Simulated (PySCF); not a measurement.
Start geometry of `[CH3][AlH2-][NH3+]` from GFN2-xTB (Å):
```
atom  x, y, z in Å
C1    -1.6077   -0.4055    0.0282
Al2   -0.1029    0.8920    0.1835
N3     1.5202   -0.3222   -0.1979
H4    -2.5475    0.1620   -0.0450
H5    -1.7321   -1.0419    0.8880
H6    -1.6157   -1.0383   -0.8523
H7     0.4048    1.3248    1.6124
H8     0.2225    1.9376   -0.9541
H9     1.5198   -0.7629   -1.0817
H10    2.3625    0.2694   -0.1311
H11    1.6142   -1.0408    0.5344
```

Problem. What comes out of this run: PySCF, PBE0-D3(BJ)/def2-SVP geometry optimisation, gas phase?

Solution. 
```
atom  x, y, z in Å
C1    -1.6191   -0.2802   -0.0132
Al2   -0.0449    0.9017    0.1947
N3     1.5226   -0.4259   -0.1280
H4    -2.5495    0.3123   -0.0541
H5    -1.7408   -0.9927    0.8212
H6    -1.5923   -0.8668   -0.9492
H7     0.3569    1.3773    1.6809
H8     0.2797    1.9274   -1.0054
H9     1.4834   -0.8343   -1.0633
H10    2.4207    0.0526   -0.0435
H11    1.5222   -1.1950    0.5434
```

The energy falls by 0.110 eV over 8 energy and gradient evaluations, the largest force component goes from 0.0370 to 4.2e-04 Eh/bohr, and the atoms move by 0.078 Å rms after alignment. Among the bonds, Al2–H7, Al2–H8 and N3–H9 change most and about equally (+0.033 to +0.034 Å). Bonds longer at the end by more than 0.005 Å: 6 of 10; shorter: 3. Among the angles that change most is C1–Al2–H8, from 122.0° to 117.5°. Among the dihedrals that turn most is H5–C1–Al2–H7, from -24° to -35°. Rotational constants go from 13150, 5404, 4243 to 12977, 5372, 4229 MHz. The orientation of the end geometry is arbitrary; only internal coordinates are fixed.

The run used 86 basis functions and 48 SCF cycles in all. The run took 12 s on one thread of an Arm Neoverse V2, on a shared host, and the process peaked at 0.36 GiB of memory.

Not checked by PBE0-D3(BJ)/def2-SVP frequencies.
